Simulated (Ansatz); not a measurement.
System: CHF2, charge 0, doublet. CHF2 (SMILES F[CH]F, doublet).
B3LYP-D3(BJ)/def2-TZVP minimum from Ansatz (a first-principles code):
```
C
F 1 1.3294
F 1 1.3294 2 111.26
H 1 1.0891 2 114.16 3 -130.99
```
Charge 0, spin multiplicity 2.

Total energies in cc-pVDZ, 19 correlated electrons, 3 frozen orbitals. Radicals and triplets start from unrestricted determinants; spin-orbit coupling is neglected. Correlated methods leave the cores frozen. No relativity.

```csv
method,program,energy (Eh),minus CCSDT(Q) (mEh)
HF,Ansatz,-237.27725,510.49
MP2,Ansatz,-237.76062,27.13
CCSD,Ansatz,-237.77645,11.30
CCSD(T),Ansatz,-237.78610,1.65
CCSDT(Q),Ansatz,-237.78775,0.00
```

Rough core times of Ansatz's runs on a shared machine: CCSD(T) under 20 s, CCSDT(Q) 3 min.
